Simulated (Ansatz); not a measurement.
A single point on `C#CC(=O)S`.

```yaml
crystal:
  periodic: [false, false, false]
  atoms:
    - {symbol: C, position_ang: [-0.183318, -0.531875, 1.925945]}
    - {symbol: C, position_ang: [0.091751, -0.275705, 0.785998]}
    - {symbol: C, position_ang: [0.406126, 0.038334, -0.587277]}
    - {symbol: O, position_ang: [1.479349, -0.153727, -1.090269]}
    - {symbol: S, position_ang: [-0.989601, 0.739916, -1.428919]}
    - {symbol: H, position_ang: [-0.415543, -0.763649, 2.939653]}
    - {symbol: H, position_ang: [-0.327565, 0.878706, -2.590931]}
basis:
  gaussian: {orbitals: def2-TZVPP}
hamiltonian: {xc: pbe}
correlation: {method: rpa}
```

```sh
$ ansatz run in.yaml --threads 2 --pin off --events-out ev --progress --plain --max-ram 4352MiB
```

Output, abridged:

```
Functional definition: PBE
1185 factors; integrals over basis functions are off by at most 7.8e-4 eV
mean field evaluation 1: about -16001.5563 eV, gradient 7.8e1 eV
mean field evaluation 2: about -16001.5492 eV, gradient 7.8e1 eV
mean field evaluation 4: about -16011.3781 eV, gradient 4.1e1 eV
mean field evaluation 8: about -16015.4590 eV, gradient 3.7e0 eV
mean field evaluation 16: about -16015.4865 eV, gradient 1.3e-3 eV
mean field -16015.48654698 eV, -588.5582749150 hartree, gradient 5.4e-6 eV, S^2 0.000000; 2 other end points of the search recorded, 0 dependent functions left out
9 core orbitals not correlated: weight in the atoms' cores, before any rotation towards them, 1.000 or more for the frozen orbitals, at most 0.000 for the correlated occupied ones
reference -15976.05874421 eV, -587.1093298882 hartree; 13, 13 occupied and 172, 172 virtual orbitals, 1185 factors
Total energy: -16012.72743840 eV, -588.4568795448 hartree
```

Run time 6.5 s (2 threads of an Arm Neoverse V1 on a shared host); peak host memory 0.38 GiB.
